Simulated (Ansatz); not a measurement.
Input for Ansatz (development build ahead of 0.2.0):

```yaml
crystal:
  periodic: [false, false, false]
  atoms:
    - { symbol: H, position_ang: [0.0, 0.37, 4.3] }
    - { symbol: H, position_ang: [0.0, -0.37, 4.3] }
    - { symbol: Li, position_ang: [1.34, 0.0, 0.0] }
    - { symbol: Li, position_ang: [-1.34, 0.0, 0.0] }
basis:
  gaussian: { orbitals: cc-pVDZ }
hamiltonian:
  xc: hf
```

The input is written out in the form of the current development build from the run's settings.

Output:

* Converged: yes
* Total energy: -15.99721 hartree
* Spin squared of the determinant: 0.000
